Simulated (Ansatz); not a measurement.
Breaking a bond: H₂, singlet.

Computed with: RKS-PBE = restricted PBE/aug-cc-pVDZ (Ansatz, a program for electronic structure); UKS-PBE = unrestricted PBE/aug-cc-pVDZ (Ansatz); RKS-PBE0 = restricted PBE0/aug-cc-pVDZ (Ansatz); FCI = full CI/aug-cc-pVDZ, frozen core (Ansatz).

Energies relative to the lowest point of each curve near equilibrium, in eV; the last columns give the error against full CI:

```csv
R / Å,RKS-PBE,UKS-PBE,RKS-PBE0,FCI,RKS-PBE − FCI,UKS-PBE − FCI,RKS-PBE0 − FCI
0.60,0.697,0.697,0.659,0.661,0.036,0.036,-0.002
0.64,0.366,0.366,0.337,0.338,0.028,0.028,-0.002
0.68,0.157,0.157,0.136,0.137,0.019,0.019,-0.001
0.70,0.089,0.089,0.073,0.074,0.015,0.015,-0.001
0.73,0.024,0.024,0.016,0.016,0.008,0.008,0.000
0.75,0.004,0.004,0.000,0.000,0.004,0.004,0.000
0.78,0.000,0.000,0.004,0.003,-0.003,-0.003,0.001
0.80,0.014,0.014,0.023,0.021,-0.008,-0.008,0.001
0.82,0.038,0.038,0.052,0.050,-0.012,-0.012,0.002
0.86,0.116,0.116,0.140,0.136,-0.020,-0.020,0.004
0.93,0.321,0.321,0.363,0.353,-0.033,-0.033,0.010
1.01,0.625,0.625,0.689,0.667,-0.043,-0.043,0.022
1.13,1.151,1.151,1.250,1.199,-0.048,-0.048,0.051
1.24,1.658,1.658,1.788,1.695,-0.038,-0.038,0.093
1.32,2.021,2.021,2.176,2.042,-0.021,-0.021,0.134
1.50,2.794,2.794,3.004,2.742,0.052,0.052,0.262
1.66,3.407,3.400,3.668,3.248,0.159,0.152,0.420
1.87,4.094,3.901,4.423,3.741,0.354,0.161,0.682
2.00,4.455,4.081,4.826,3.958,0.497,0.123,0.868
2.24,5.006,4.266,5.453,4.224,0.782,0.042,1.229
2.61,5.613,4.373,6.170,4.416,1.197,-0.044,1.753
2.97,5.997,4.404,6.648,4.484,1.513,-0.080,2.164
```

RKS-PBE is furthest from FCI at 2.97 (1.513 eV, above); its mean absolute error over the points is 0.222 eV.

UKS-PBE is furthest from FCI at 1.87 (0.161 eV, above); its mean absolute error over the points is 0.045 eV.

RKS-PBE0 is furthest from FCI at 2.97 (2.164 eV, above); its mean absolute error over the points is 0.350 eV.

The restricted form behind RKS-PBE, RKS-PBE0 keeps the bonding electrons paired and can't separate into open-shell fragments. The unrestricted determinant behind UKS-PBE is spin-contaminated at 1.66 to 2.97 Å (<S²> up to 1.0, against 0.00 for a pure singlet).
